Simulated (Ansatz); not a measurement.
**Cu (model structure, started from the omega type, P6/mmm, No. 191, 3 atoms in the cell): lattice parameter c by level of theory**

No measured value is used here.

| level (code) | value (Å) |
|---|---|
| PBE (Ansatz) | 2.476 |
| PBEsol (Ansatz) | 2.431 |
| PBE-D3(BJ) (Ansatz) | 2.430 |

Ansatz's density-functional and Hartree–Fock values are scalar-relativistic unless marked +SOC, with PAW data made under PBE.

A model structure was made by putting elements into a prototype or built by hand; it is no filed structure, need not be a known phase, and can be a saddle point held by its symmetry.

Ansatz is an electronic-structure program.
